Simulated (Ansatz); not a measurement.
# N₂ (singlet): the correlation ladder at distance N1–N2 = 0.997 Å, 6-31G

Aim: climb from Hartree-Fock through coupled cluster and multireference methods for N₂ (singlet) at one geometry and basis, and see what each rung misses.

Program: Ansatz 0.2.0, Gaussian basis. Level of theory: 6-31G, core rule «outside noble gas», up to 2 orbitals frozen. These are calculated values, not measurements.

The runs, in order: UHF; CCSD(T) on RHF; BCCD(T) on RHF; CISD; CCSDT(Q) on RHF; CISDTQ; CCSDTQ on RHF; CASSCF and MRCISD+Q, 2 electrons in 2 orbitals; CASSCF and NEVPT2, 2 electrons in 2 orbitals; CASSCF and MRCISD+Q, 10 electrons in 8 orbitals; CASSCF and NEVPT2, 10 electrons in 8 orbitals; Full CI.

23 further runs of the same task are left out: 15 that didn't finish, 8 set aside as unsound or not needed.

### 1 The system

The geometry derives from a PBE0/def2-TZVP stationary point (not a proven minimum). One bond is set to the value named and the two fragments are kept rigid.

2 atoms, charge 0, spin multiplicity 1.

Atoms are counted from 1 here; the program's logs count them from 0.

Bond lengths: N1–N2 0.997 Å.

### 2 UHF

The input, in.yaml:

```yaml
crystal:
  periodic: [false, false, false]
  atoms:
    - {symbol: N, position_ang: [0.000000, 0.000000, 0.000000]}
    - {symbol: N, position_ang: [0.000000, 0.000000, 0.997000]}
basis:
  gaussian: {orbitals: 6-31G}
magnetization: {spin_polarized: true, initial_magnetization: 0}
hamiltonian: {xc: hf}
output: {orbitals: {seedname: orbitals}}
```

Run with:

```bash
$ ansatz run in.yaml --threads 1 --pin off --events-out ev --progress --plain --max-ram 2393MiB
```

After this run come: CCSD(T) on RHF; BCCD(T) on RHF; CISD; CCSDT(Q) on RHF; CISDTQ; CCSDTQ on RHF; CASSCF and MRCISD+Q, 2 electrons in 2 orbitals; CASSCF and NEVPT2, 2 electrons in 2 orbitals; CASSCF and MRCISD+Q, 10 electrons in 8 orbitals; CASSCF and NEVPT2, 10 electrons in 8 orbitals; Full CI.

**Question.** What will the summary of the whole plan be? Wanted: FCI below the RHF energy; RMP2 from FCI; RCCSD from FCI; RCCSD(T) from FCI; RCCSDT(Q) from FCI; NEVPT2 pair from FCI; MRCISD+Q pair from FCI; NEVPT2 valence from FCI; T1 diagnostic.

The runs gave:

| quantity | value |
| --- | --- |
| FCI below the RHF energy | -5.7346 eV |
| RMP2 from FCI | +111.8 meV |
| RCCSD from FCI | +184.6 meV |
| RCCSD(T) from FCI | +35.4 meV |
| RCCSDT(Q) from FCI | -0.7 meV |
| NEVPT2 pair from FCI | +191.7 meV |
| MRCISD+Q pair from FCI | +136.8 meV |
| NEVPT2 valence from FCI | +484.5 meV |
| levels within 1 kcal/mol (43 meV) | RCCSD(T), BCCD(T), RCCSDT, CISDTQ, RCCSDT(Q), RCCSDTQ, MRCISD+Q valence |
| T1 diagnostic | 0.009 |
| effectively unpaired electrons | 0.06 |

**Reading.** RCCSD(T) misses by +35.4 meV, 0.6 % of the correlation energy. One determinant dominates. Of the multireference levels listed MRCISD+Q valence comes nearest in total energy (+11.1 meV), which doesn't show that its space is the better one. These misses are within one basis, not against nature.
